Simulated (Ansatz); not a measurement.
# Al2 (triplet): wave-function methods side by side at distance Al1–Al2 = 4.695 Å, cc-pVTZ

Aim: climb from Hartree-Fock through coupled cluster and multireference methods for Al2 (triplet) at one geometry and basis, and see what each rung misses.

Computed with Ansatz 0.2.0, Gaussian basis. Level: cc-pVTZ, core rule «outside noble gas», up to 10 orbitals frozen.

The runs, in order: UHF; CCSD(T) on ROHF; CCSD(T) on UHF; BCCD(T) on ROHF; CISD; CCSDT(Q) on ROHF; CCSDT(Q) on UHF; CASSCF and MRCISD+Q, 4 electrons in 4 orbitals; CASSCF and NEVPT2, 4 electrons in 4 orbitals; CASSCF and MRCISD+Q, 6 electrons in 8 orbitals; CASSCF and NEVPT2, 6 electrons in 8 orbitals; Full CI.

## 1. The geometry

The geometry derives from a PBE0/def2-TZVP stationary point (not a proven minimum). One bond is set to the value named and the two fragments are kept rigid.

2 atoms, charge 0, spin multiplicity 3.

Atoms are counted from 1 here; the program's logs count them from 0.

No contacts short enough for the rule that draws bonds.

## 2. UHF

in.yaml reads:

```yaml
crystal:
  periodic: [false, false, false]
  atoms:
    - {symbol: Al, position_ang: [0.000000, 0.000000, 0.000000]}
    - {symbol: Al, position_ang: [0.000000, 0.000000, 4.695000]}
basis:
  gaussian: {orbitals: cc-pVTZ}
magnetization: {spin_polarized: true, initial_magnetization: 2}
hamiltonian: {xc: hf}
output: {orbitals: {seedname: orbitals}}
```

Launch:

```sh
> ansatz run in.yaml --threads 1 --pin off --events-out ev --progress --plain --max-ram 4096MiB --backend cpu
```

The runs that follow: CCSD(T) on ROHF; CCSD(T) on UHF; BCCD(T) on ROHF; CISD; CCSDT(Q) on ROHF; CCSDT(Q) on UHF; CASSCF and MRCISD+Q, 4 electrons in 4 orbitals; CASSCF and NEVPT2, 4 electrons in 4 orbitals; CASSCF and MRCISD+Q, 6 electrons in 8 orbitals; CASSCF and NEVPT2, 6 electrons in 8 orbitals; Full CI.

Q: Predict the results of all the runs planned. Wanted: FCI from the RHF energy; RMP2 from FCI; UMP2 from FCI; RCCSD from FCI; RCCSD(T) from FCI; UCCSD(T) from FCI; RCCSDT(Q) from FCI; UCCSDT(Q) from FCI; T1 diagnostic.

**Answer**, as computed:

| quantity | value |
| --- | --- |
| FCI from the ROHF energy | -3.2023 eV |
| RMP2 from FCI | +94.5 kJ/mol |
| UMP2 from FCI | +96.3 kJ/mol |
| RCCSD from FCI | +18.3 kJ/mol |
| RCCSD(T) from FCI | +10.1 kJ/mol |
| UCCSD(T) from FCI | +10.1 kJ/mol |
| RCCSDT(Q) from FCI | +2.0 kJ/mol |
| UCCSDT(Q) from FCI | +2.8 kJ/mol |
| levels within 1 kcal/mol (43 meV) | RCCSDT, RCCSDT(Q), UCCSDT(Q) |
| T1 diagnostic | 0.030 |
| effectively unpaired electrons | 2.30 |

**Reading.** RCCSD(T) misses by +10.1 kJ/mol, 3.3 % of the correlation energy. The occupations show some static correlation. These misses are within one basis, not against nature; the frozen cores of restricted and unrestricted runs differ, which can shift their rows.

Levels on UHF freeze UHF's core orbitals, full CI those of ROHF, so the U rows can settle a little off it for that reason alone.

With open shells the CI space here admits some triples and quadruples, so it is larger than plain CISD.
